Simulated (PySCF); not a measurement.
**The 12-electron isoelectronic series, non-relativistic**

Calculated with PySCF 2.14 from differences of total energies of unrestricted determinants, without spin-orbit coupling. Each ion has its own even-tempered basis scaled to its charge (20s14p6d6f for the first); frozen: 1s2. Ionisation energies in eV, correlation energies of the ion in mhartree.

```json
{"ion": "Mg", "configuration": "[Ne] 3s2 (1S)", "UHF": "6.606", "LDA": "7.721", "PBE": "7.612", "PBE0": "7.542", "r2SCAN": "7.371", "MP2 (outer shells)": "7.398", "CCSD (outer shells)": "n/a", "E_corr MP2": "-322.3", "E_corr CCSD(T)": "n/a", "NIST (with spin-orbit, Breit and QED)": "7.646"}
{"ion": "Si²⁺", "configuration": "[Ne] 3s2 (1S)", "UHF": "31.955", "LDA": "33.521", "PBE": "33.383", "PBE0": "33.245", "r2SCAN": "32.868", "MP2 (outer shells)": "33.139", "CCSD (outer shells)": "n/a", "E_corr MP2": "-339.9", "E_corr CCSD(T)": "n/a", "NIST (with spin-orbit, Breit and QED)": "33.493"}
{"ion": "S⁴⁺", "configuration": "[Ne] 3s2 (1S)", "UHF": "70.616", "LDA": "72.482", "PBE": "72.353", "PBE0": "72.156", "r2SCAN": "71.564", "MP2 (outer shells)": "72.062", "CCSD (outer shells)": "72.325", "E_corr MP2": "-352.4", "E_corr CCSD(T)": "-369.6", "NIST (with spin-orbit, Breit and QED)": "72.594"}
{"ion": "Ar⁶⁺", "configuration": "[Ne] 3s2 (1S)", "UHF": "121.86", "LDA": "123.96", "PBE": "123.88", "PBE0": "123.62", "r2SCAN": "122.82", "MP2 (outer shells)": "123.51", "CCSD (outer shells)": "123.83", "E_corr MP2": "-362.7", "E_corr CCSD(T)": "-381.4", "NIST (with spin-orbit, Breit and QED)": "124.41 ± 0.06 (s)"}
{"ion": "Ca⁸⁺", "configuration": "[Ne] 3s2 (1S)", "UHF": "185.44", "LDA": "187.75", "PBE": "187.73", "PBE0": "187.42", "r2SCAN": "186.39", "MP2 (outer shells)": "187.28", "CCSD (outer shells)": "187.66", "E_corr MP2": "-371.4", "E_corr CCSD(T)": "-391.8", "NIST (with spin-orbit, Breit and QED)": "188.54 ± 0.06 (s)"}
{"ion": "Ti¹⁰⁺", "configuration": "[Ne] 3s2 (1S)", "UHF": "261.26", "LDA": "263.75", "PBE": "263.81", "PBE0": "263.44", "r2SCAN": "262.18", "MP2 (outer shells)": "263.27", "CCSD (outer shells)": "263.71", "E_corr MP2": "-379.6", "E_corr CCSD(T)": "-401.7", "NIST (with spin-orbit, Breit and QED)": "265.07 ± 0.06 (s)"}
{"ion": "Cr¹²⁺", "configuration": "[Ne] 3s2 (1S)", "UHF": "349.27", "LDA": "351.91", "PBE": "352.07", "PBE0": "351.64", "r2SCAN": "350.13", "MP2 (outer shells)": "351.42", "CCSD (outer shells)": "351.93", "E_corr MP2": "-386.9", "E_corr CCSD(T)": "-411.0", "NIST (with spin-orbit, Breit and QED)": "354.7 ± 0.3 (s)"}
{"ion": "Fe¹⁴⁺", "configuration": "[Ne] 3s2 (1S)", "UHF": "449.41", "LDA": "452.20", "PBE": "452.45", "PBE0": "451.96", "r2SCAN": "450.21", "MP2 (outer shells)": "451.71", "CCSD (outer shells)": "452.28", "E_corr MP2": "-393.7", "E_corr CCSD(T)": "-419.8", "NIST (with spin-orbit, Breit and QED)": "456.2 ± 0.5"}
{"ion": "Ni¹⁶⁺", "configuration": "[Ne] 3s2 (1S)", "UHF": "561.69", "LDA": "564.61", "PBE": "564.97", "PBE0": "564.43", "r2SCAN": "562.42", "MP2 (outer shells)": "564.13", "CCSD (outer shells)": "564.76", "E_corr MP2": "-400.1", "E_corr CCSD(T)": "-428.3", "NIST (with spin-orbit, Breit and QED)": "571.07 ± 0.12 (s)"}
{"ion": "Zn¹⁸⁺", "configuration": "[Ne] 3s2 (1S)", "UHF": "686.10", "LDA": "689.15", "PBE": "689.62", "PBE0": "689.02", "r2SCAN": "686.78", "MP2 (outer shells)": "688.69", "CCSD (outer shells)": "689.38", "E_corr MP2": "-406.4", "E_corr CCSD(T)": "-436.6", "NIST (with spin-orbit, Breit and QED)": "697.5 ± 0.7 (s)"}
```

Each ion has its own basis, which adds noise of up to about 0.1 % along the series.

NIST values marked (s) are semi-empirical, (t) theoretical. Open shells are high-spin determinants of the terms that Hund's rules give.

All relativistic terms are absent from the calculated values; where these lie close to NIST, scalar and spin-orbit shifts of opposite sign can cancel.
